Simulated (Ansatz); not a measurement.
**Worked example: correlation energy of Si₂H₆, singlet**

Geometry: MP2(full)/6-31G*, from the G2/97 set.

```
atom    x (Å)    y (Å)    z (Å)
  Si   0.0000   0.0000   1.1677
  Si   0.0000   0.0000  -1.1677
   H   0.0000   1.3933   1.6860
   H  -1.2066  -0.6966   1.6860
   H   1.2066  -0.6966   1.6860
   H   0.0000  -1.3933  -1.6860
   H  -1.2066   0.6966  -1.6860
   H   1.2066   0.6966  -1.6860
```

Basis 6-31G; Ansatz 0.2.0. Only valence electrons are correlated (noble-gas cores frozen), which leaves 14 electrons in 28 orbitals. R marks a restricted (for open shells ROHF) determinant.

Full CI isn't at hand for all of this; RCCSDTQ serves as the reference, and is uncertain by about the last step of the cluster series.

Runs differ by some tens of microhartree through their thresholds, so steps under 0.03 kcal/mol mean nothing.

```json
{"level": "RHF", "total energy (hartree)": "-581.214986"}
{"level": "RMP2", "total energy (hartree)": "-581.328411"}
{"level": "RCCSD", "total energy (hartree)": "-581.367600"}
{"level": "RCCSD(T)", "total energy (hartree)": "-581.369733"}
{"level": "RCCSDT", "total energy (hartree)": "-581.370356"}
{"level": "RCCSDT(Q)", "total energy (hartree)": "-581.370449"}
{"level": "RCCSDTQ", "total energy (hartree)": "-581.370466"}
```

Question: What is the correlation energy at RCCSDTQ, and what share of it do RMP2 and RCCSDT recover?

Answer: E(corr) = -581.370466 − (-581.214986) = -0.155480 hartree = -4.231 eV. RMP2: -0.113425 / -0.155480 = 72.95 %. RCCSDT: -0.155370 / -0.155480 = 99.93 %.

Question: By how many kcal/mol does RCCSD(T) miss RCCSDTQ (1 hartree = 627.509 kcal/mol), and which steps make up the rest?

Answer: -581.369733 − (-581.370466) = 0.000733 hartree = 0.46 kcal/mol. Steps: RCCSDT − RCCSD(T) = -0.39, RCCSDT(Q) − RCCSDT = -0.06, RCCSDTQ − RCCSDT(Q) = -0.01 kcal/mol. That is within 1 kcal/mol of the reference in this basis, which itself misses far more of the correlation at the basis-set limit.
